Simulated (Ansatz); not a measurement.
# CH5Al (triplet): wave-function methods side by side, cc-pVTZ

The task here is to estimate one member of a computed series from the others.

Program: Ansatz 0.2.0, Gaussian basis. Level of theory: cc-pVTZ, core rule «outside noble gas», up to 6 orbitals frozen. These are calculated values, not measurements.

The runs, in order: UHF; CCSD(T) on ROHF; CCSD(T) on UHF; BCCD(T) on ROHF; CCSDT(Q) on ROHF; CCSDT(Q) on UHF.

6 further runs of the same task are left out: 6 set aside as unsound or not needed.

## The system

The geometry is a PBE0/def2-TZVP stationary point (not a proven minimum).

7 atoms, charge 0, spin multiplicity 3.

Atoms are counted from 1 here; the program's logs count them from 0.

Bond lengths: Al1–C2 2.244 Å, Al1–H3 1.654 Å, Al1–H4 1.602 Å, C2–H5 1.093 Å, C2–H6 1.083 Å, C2–H7 1.083 Å. Angles: C2–Al1–H3 69.3°, C2–Al1–H4 106.1°, H3–Al1–H4 115.8°, Al1–C2–H5 87.2°, Al1–C2–H6 108.7°, Al1–C2–H7 110.0°, H5–C2–H6 115.7°, H5–C2–H7 115.2°, H6–C2–H7 116.0°.

Set-up of the first run:

File in.yaml:

```yaml
crystal:
  periodic: [false, false, false]
  atoms:
    - {symbol: Al, position_ang: [-0.075561, 0.043982, 0.780641]}
    - {symbol: C, position_ang: [0.033843, -0.074052, -1.457524]}
    - {symbol: H, position_ang: [0.785360, 1.318208, 0.170521]}
    - {symbol: H, position_ang: [0.792780, -1.184102, 1.332093]}
    - {symbol: H, position_ang: [-0.461553, -1.044708, -1.377941]}
    - {symbol: H, position_ang: [-0.564953, 0.725006, -1.876418]}
    - {symbol: H, position_ang: [1.067775, -0.109341, -1.777245]}
basis:
  gaussian: {orbitals: cc-pVTZ}
magnetization: {spin_polarized: true, initial_magnetization: 2}
hamiltonian: {xc: hf}
output: {orbitals: {seedname: orbitals}}
```

On the command line:

```console
$ ansatz run in.yaml --threads 1 --pin off --events-out ev --progress --plain --max-ram 4096MiB --backend cpu
```

Steps of the session up to this table: UHF; CCSD(T) on ROHF; CCSD(T) on UHF; BCCD(T) on ROHF; CCSDT(Q) on ROHF; CCSDT(Q) on UHF.

One table of the session follows, with a row left open; its other results are not shown here.

| method | from UCCSDT(Q) (kJ/mol) |
| --- | --- |
| ROHF | +782.4 |
| UHF | +766.7 |
| RMP2 | +131.6 |
| UMP2 | +131.1 |
| RCCSD | +28.3 |
| UCCSD | +27.9 |
| RCCSD(T) | +4.5 |
| UCCSD(T) | +4.5 |
| BCCD(T) | +4.1 |
| RCCSDT | ? |
| UCCSDT | +0.9 |
| RCCSDT(Q) | +0.2 |
| UCCSDT(Q) | 0 |

**Question.** Estimate the row for RCCSDT.

As computed: from UCCSDT(Q) (kJ/mol): +1.0. In the column «from UCCSDT(Q) (kJ/mol)» it lies between UCCSDT (+0.9) and BCCD(T) (+4.1).

With the free atoms at the same levels and basis (separate runs), the atomisation energy is 18.585 eV at UCCSDT(Q), 18.567 eV at RCCSD(T), 18.565 eV at UCCSD(T), 14.587 eV at ROHF.

To keep in mind: Restricted and unrestricted rows rest on different reference determinants; where their highest levels disagree by more than a few hundredths of an eV, they describe different states and don't form one ladder.
